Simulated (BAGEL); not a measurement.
# C3H7N (SMILES C/C=N\C): levels of theory compared

Wanted: a comparison of 4 runs (HF/6-31G*, B3LYP/6-31G*, PBE0/6-31G*, RI-MP2/6-31G*) of C3H7N. 

The results are computed with BAGEL 1.2.2.

22 further runs of the same task are left out: 22 set aside as unsound or not needed.

**1. The structure to begin with**

The species is C3H7N (11 atoms), meant as a singlet with charge 0. As SMILES, `C/C=N\C`. The coordinates come from a GFN2-xTB relaxation.

Bond lengths: C1–C2 1.499 Å, C2–N3 1.257 Å, N3–C4 1.437 Å, C1–H5 1.091 Å, C1–H6 1.085 Å, C1–H7 1.091 Å, C2–H8 1.085 Å, C4–H9 1.094 Å, C4–H10 1.089 Å, C4–H11 1.094 Å. Some angles: C1–C2–N3 127.3°, C2–N3–C4 120.7°, C1–C2–H8 117.1°, N3–C2–H8 115.6°, C2–C1–H5 109.8°, C2–C1–H6 111.5°, C2–C1–H7 109.8°, N3–C4–H9 111.6°, N3–C4–H10 107.9°, N3–C4–H11 111.5°.

**2. The energy at HF/6-31G(d) (density fitting with qzvpp-jkfit, spherical functions) (run 1)**

File calc.json:

```json
{ "bagel" : [

{
  "title" : "molecule",
  "basis" : "6-31gs.json",
  "df_basis" : "qzvpp-jkfit",
  "angstrom" : "true",
  "geometry" : [
    { "atom" : "C", "xyz" : [      -0.991580,       0.964180,      -0.119950 ] },
    { "atom" : "C", "xyz" : [      -0.901300,      -0.453860,       0.358010 ] },
    { "atom" : "N", "xyz" : [       0.121020,      -1.183730,       0.389340 ] },
    { "atom" : "C", "xyz" : [       1.390580,      -0.687510,      -0.065050 ] },
    { "atom" : "H", "xyz" : [      -0.671550,       1.024080,      -1.161020 ] },
    { "atom" : "H", "xyz" : [      -2.002990,       1.348420,      -0.033900 ] },
    { "atom" : "H", "xyz" : [      -0.317640,       1.593630,       0.462650 ] },
    { "atom" : "H", "xyz" : [      -1.815510,      -0.911750,       0.720390 ] },
    { "atom" : "H", "xyz" : [       1.709550,       0.188240,       0.508160 ] },
    { "atom" : "H", "xyz" : [       2.124600,      -1.482240,       0.061420 ] },
    { "atom" : "H", "xyz" : [       1.354810,      -0.399470,      -1.120050 ] }
  ]
},

{ "title" : "hf" },

{ "title" : "print", "file" : "orbitals.molden", "orbitals" : "true" }

]}
```

The basis set 6-31G* is read from a file made from the Basis Set Exchange's data (not shown).

Launch:

```
$ BAGEL_NUM_THREADS=1 BAGEL calc.json > calc.out
```

Output:

```text
* using 1 threads per process

  ===============================================================
  ===============================================================

  *** Geometry ***

  { "atom" : "C", "xyz" : [     -1.873815,      1.822036,     -0.226673 ] },
  { "atom" : "C", "xyz" : [     -1.703210,     -0.857671,      0.676541 ] },
  { "atom" : "N", "xyz" : [      0.228695,     -2.236926,      0.735746 ] },
  { "atom" : "C", "xyz" : [      2.627815,     -1.299206,     -0.122927 ] },
  { "atom" : "H", "xyz" : [     -1.269046,      1.935231,     -2.194010 ] },
  { "atom" : "H", "xyz" : [     -3.785103,      2.548145,     -0.064062 ] },
  { "atom" : "H", "xyz" : [     -0.600253,      3.011524,      0.874282 ] },
  { "atom" : "H", "xyz" : [     -3.430817,     -1.722958,      1.361340 ] },
  { "atom" : "H", "xyz" : [      3.230581,      0.355722,      0.960283 ] },
  { "atom" : "H", "xyz" : [      4.014912,     -2.801028,      0.116067 ] },
  { "atom" : "H", "xyz" : [      2.560220,     -0.754889,     -2.116588 ] },

  Number of auxiliary basis functions:      428

  Since a DF basis is specified, we compute 2- and 3-index integrals:
    o Being stored without compression. Storage requirement is 0.017 GB

  Number of basis functions:       70
  Number of electrons      :       32

    * METHOD: MOLECULE                             0.19

  *** RHF ***

  === Nuclear Repulsion ===
   121.2973991138

      * DIIS with orbital gradients will be used.

  === RHF iteration (6-31gs.json) ===
      0       -171.92939929          0.02033680           0.04
      1       -172.05008749          0.01186944           0.03
      2       -172.09379013          0.00264955           0.03
      3       -172.09673534          0.00077756           0.03
      4       -172.09700508          0.00018513           0.03
      5       -172.09704552          0.00007513           0.03
      6       -172.09705154          0.00002043           0.03
      7       -172.09705192          0.00000669           0.03
      8       -172.09705195          0.00000174           0.03
      9       -172.09705196          0.00000040           0.03
     10       -172.09705196          0.00000014           0.03
     11       -172.09705196          0.00000005           0.03
     12       -172.09705196          0.00000002           0.03
     13       -172.09705196          0.00000001           0.03
    * SCF iteration converged.

    * Permanent dipole moment:
           (    0.116459,    -0.819596,     0.262710) a.u.

    * METHOD: HF                                   0.53

    * METHOD: PRINT                                0.01

  ===============================================================
```

Run time: 1.1 s. Hardware: 1 thread of Intel Xeon 6975P-C (Granite Rapids), shared host.

**3. The energy at B3LYP/6-31G(d) (density fitting with qzvpp-jkfit, spherical functions) (run 2)**

File dft.json:

```json
{ "bagel" : [

{
  "title" : "molecule",
  "basis" : "6-31gs.json",
  "df_basis" : "qzvpp-jkfit",
  "angstrom" : "true",
  "geometry" : [
    { "atom" : "C", "xyz" : [      -0.991580,       0.964180,      -0.119950 ] },
    { "atom" : "C", "xyz" : [      -0.901300,      -0.453860,       0.358010 ] },
    { "atom" : "N", "xyz" : [       0.121020,      -1.183730,       0.389340 ] },
    { "atom" : "C", "xyz" : [       1.390580,      -0.687510,      -0.065050 ] },
    { "atom" : "H", "xyz" : [      -0.671550,       1.024080,      -1.161020 ] },
    { "atom" : "H", "xyz" : [      -2.002990,       1.348420,      -0.033900 ] },
    { "atom" : "H", "xyz" : [      -0.317640,       1.593630,       0.462650 ] },
    { "atom" : "H", "xyz" : [      -1.815510,      -0.911750,       0.720390 ] },
    { "atom" : "H", "xyz" : [       1.709550,       0.188240,       0.508160 ] },
    { "atom" : "H", "xyz" : [       2.124600,      -1.482240,       0.061420 ] },
    { "atom" : "H", "xyz" : [       1.354810,      -0.399470,      -1.120050 ] }
  ]
},

{
  "title" : "ks",
  "xc_func" : "b3lyp",
  "charge" : 0
},

{
  "title" : "print",
  "file" : "orbitals.molden",
  "orbitals" : "true"
}

]}
```

The basis set 6-31G* is read from a file made from the Basis Set Exchange's data (not shown).

Launch:

```
$ BAGEL_NUM_THREADS=1 BAGEL dft.json > dft.out
```

Output:

```text
* using 1 threads per process

  ===============================================================
  ===============================================================

  *** Geometry ***

  { "atom" : "C", "xyz" : [     -1.873815,      1.822036,     -0.226673 ] },
  { "atom" : "C", "xyz" : [     -1.703210,     -0.857671,      0.676541 ] },
  { "atom" : "N", "xyz" : [      0.228695,     -2.236926,      0.735746 ] },
  { "atom" : "C", "xyz" : [      2.627815,     -1.299206,     -0.122927 ] },
  { "atom" : "H", "xyz" : [     -1.269046,      1.935231,     -2.194010 ] },
  { "atom" : "H", "xyz" : [     -3.785103,      2.548145,     -0.064062 ] },
  { "atom" : "H", "xyz" : [     -0.600253,      3.011524,      0.874282 ] },
  { "atom" : "H", "xyz" : [     -3.430817,     -1.722958,      1.361340 ] },
  { "atom" : "H", "xyz" : [      3.230581,      0.355722,      0.960283 ] },
  { "atom" : "H", "xyz" : [      4.014912,     -2.801028,      0.116067 ] },
  { "atom" : "H", "xyz" : [      2.560220,     -0.754889,     -2.116588 ] },

  Number of auxiliary basis functions:      428

  Since a DF basis is specified, we compute 2- and 3-index integrals:
    o Being stored without compression. Storage requirement is 0.017 GB

  Number of basis functions:       70
  Number of electrons      :       32

    * METHOD: MOLECULE                             0.21

  *** Kohn-Sham DFT ***

    * Removing 20993 points whose weight is below 1.00e-10
    * Grid points: 142973

  === Nuclear Repulsion ===
   121.2973991138

       - DIIS with orbital gradients will be used.

  === KS iteration (b3lyp / 6-31gs.json) ===
      0       -137.49978906          0.17249486           0.38
      1       -129.80569321          0.16663965           0.50
      2       -135.26727224          0.22537972           0.42
      3       -157.90252248          0.12990588           0.50
      4       -171.38502930          0.07454805           0.45
      5       -172.31136521          0.05247525           0.40
      6       -172.54104697          0.04409149           0.37
      7       -172.89759627          0.03400161           0.42
      8       -173.22476920          0.00903954           0.35
      9       -173.25374485          0.00169621           0.32
     10       -173.25474727          0.00047314           0.35
     11       -173.25480887          0.00015830           0.39
     12       -173.25481785          0.00003118           0.37
     13       -173.25481813          0.00000452           0.39
     14       -173.25481814          0.00000397           0.33
     15       -173.25481814          0.00000091           0.36
     16       -173.25481814          0.00000009           0.33
     17       -173.25481814          0.00000006           0.34
     18       -173.25481814          0.00000003           0.40
     19       -173.25481814          0.00000001           0.37
    * SCF iteration converged.

    * Permanent dipole moment:
           (    0.051532,    -0.736956,     0.248221) a.u.

    * METHOD: KS                                   8.49

    * METHOD: PRINT                                0.01

  ===============================================================
```

Wall time 9.3 s (1 thread of Intel Xeon 6975P-C (Granite Rapids), shared host); peak memory 0.45 GiB.

Run 3 isn't shown in full; the table further down has it.

**4. The energy at RI-MP2/6-31G(d) (density fitting with qzvpp-jkfit, spherical functions) (run 4)**

File mp2.json:

```json
{ "bagel": [

{
  "title": "molecule",
  "basis": "6-31gs.json",
  "df_basis": "qzvpp-jkfit",
  "angstrom": true,
  "geometry": [
    { "atom": "C", "xyz": [      -0.991580,       0.964180,      -0.119950 ] },
    { "atom": "C", "xyz": [      -0.901300,      -0.453860,       0.358010 ] },
    { "atom": "N", "xyz": [       0.121020,      -1.183730,       0.389340 ] },
    { "atom": "C", "xyz": [       1.390580,      -0.687510,      -0.065050 ] },
    { "atom": "H", "xyz": [      -0.671550,       1.024080,      -1.161020 ] },
    { "atom": "H", "xyz": [      -2.002990,       1.348420,      -0.033900 ] },
    { "atom": "H", "xyz": [      -0.317640,       1.593630,       0.462650 ] },
    { "atom": "H", "xyz": [      -1.815510,      -0.911750,       0.720390 ] },
    { "atom": "H", "xyz": [       1.709550,       0.188240,       0.508160 ] },
    { "atom": "H", "xyz": [       2.124600,      -1.482240,       0.061420 ] },
    { "atom": "H", "xyz": [       1.354810,      -0.399470,      -1.120050 ] }
  ]
},

{ "title": "hf" },

{ "title": "mp2", "ncore": 4 }

]}
```

The basis set 6-31G* is read from a file made from the Basis Set Exchange's data (not shown).

Launch:

```
$ BAGEL_NUM_THREADS=1 BAGEL mp2.json > mp2.out
```

Output:

```text
* using 1 threads per process

  ===============================================================
  ===============================================================

  *** Geometry ***

  { "atom" : "C", "xyz" : [     -1.873815,      1.822036,     -0.226673 ] },
  { "atom" : "C", "xyz" : [     -1.703210,     -0.857671,      0.676541 ] },
  { "atom" : "N", "xyz" : [      0.228695,     -2.236926,      0.735746 ] },
  { "atom" : "C", "xyz" : [      2.627815,     -1.299206,     -0.122927 ] },
  { "atom" : "H", "xyz" : [     -1.269046,      1.935231,     -2.194010 ] },
  { "atom" : "H", "xyz" : [     -3.785103,      2.548145,     -0.064062 ] },
  { "atom" : "H", "xyz" : [     -0.600253,      3.011524,      0.874282 ] },
  { "atom" : "H", "xyz" : [     -3.430817,     -1.722958,      1.361340 ] },
  { "atom" : "H", "xyz" : [      3.230581,      0.355722,      0.960283 ] },
  { "atom" : "H", "xyz" : [      4.014912,     -2.801028,      0.116067 ] },
  { "atom" : "H", "xyz" : [      2.560220,     -0.754889,     -2.116588 ] },

  Number of auxiliary basis functions:      428

  Since a DF basis is specified, we compute 2- and 3-index integrals:
    o Being stored without compression. Storage requirement is 0.017 GB

  Number of basis functions:       70
  Number of electrons      :       32

    * METHOD: MOLECULE                             0.18

  *** RHF ***

  === Nuclear Repulsion ===
   121.2973991138

      * DIIS with orbital gradients will be used.

  === RHF iteration (6-31gs.json) ===
      0       -171.92939929          0.02033680           0.04
      1       -172.05008749          0.01186944           0.04
      2       -172.09379013          0.00264955           0.04
      3       -172.09673534          0.00077756           0.04
      4       -172.09700508          0.00018513           0.04
      5       -172.09704552          0.00007513           0.04
      6       -172.09705154          0.00002043           0.04
      7       -172.09705192          0.00000669           0.04
      8       -172.09705195          0.00000174           0.04
      9       -172.09705196          0.00000040           0.05
     10       -172.09705196          0.00000014           0.04
     11       -172.09705196          0.00000005           0.04
     12       -172.09705196          0.00000002           0.04
     13       -172.09705196          0.00000001           0.05
    * SCF iteration converged.

    * Permanent dipole moment:
           (    0.116459,    -0.819596,     0.262710) a.u.

    * METHOD: HF                                   0.71

  *** RHF ***

  === Nuclear Repulsion ===
   121.2973991138

      * DIIS with orbital gradients will be used.

  === RHF iteration (6-31gs.json) ===
      0       -172.09705196          0.00000000           0.04
    * SCF iteration converged.

    * Permanent dipole moment:
           (    0.116458,    -0.819596,     0.262710) a.u.

  === DF-MP2 calculation ===

    * freezing 4 orbitals
    * 3-index integral transformation done
    * assembly done

      MP2 correlation energy:   -0.5419727777      0.04

      MP2 total energy:       -172.6390247341

    * METHOD: MP2                                  0.14

  ===============================================================
```

It took 1.4 s on 1 thread of Intel Xeon 6975P-C (Granite Rapids), shared host.

**5. All runs side by side**

```csv
run,level,frozen core orbitals,energy (Eh),dipole moment (D),HOMO energy (eV),LUMO energy (eV),wall time
1,"HF/6-31G* (density fitting with qzvpp-jkfit, spherical functions)",–,-172.097052,2.21,-10.40,4.66,1.1 s
2,"B3LYP/6-31G* (density fitting with qzvpp-jkfit, spherical functions)",–,-173.254818,1.98,-6.28,0.21,9.3 s
3,"PBE0/6-31G* (density fitting with qzvpp-jkfit, spherical functions)",–,-173.039323,2.03,-6.57,0.41,9.9 s
4,"RI-MP2/6-31G* (density fitting with qzvpp-jkfit, spherical functions)",4,-172.639025,–,–,–,1.4 s
```

**6. Summary of results**

| quantity | value |
| --- | --- |
| run 4: total energy | -172.63902 Eh |
| run 4: correlation energy (4 core orbitals frozen) | -542.0 mEh |

In words: Over runs 1, 2, 3 the dipole moment (its size) runs from 1.98 D (B3LYP/6-31G*) to 2.21 D (HF/6-31G*). Over runs 1, 2, 3 the HOMO–LUMO gap runs from 6.49 eV (B3LYP/6-31G*) to 15.06 eV (HF/6-31G*). Exact exchange widens orbital gaps. Totals of different functionals can't be ranked against each other. All runs together took 22 s, the longest 9.9 s.
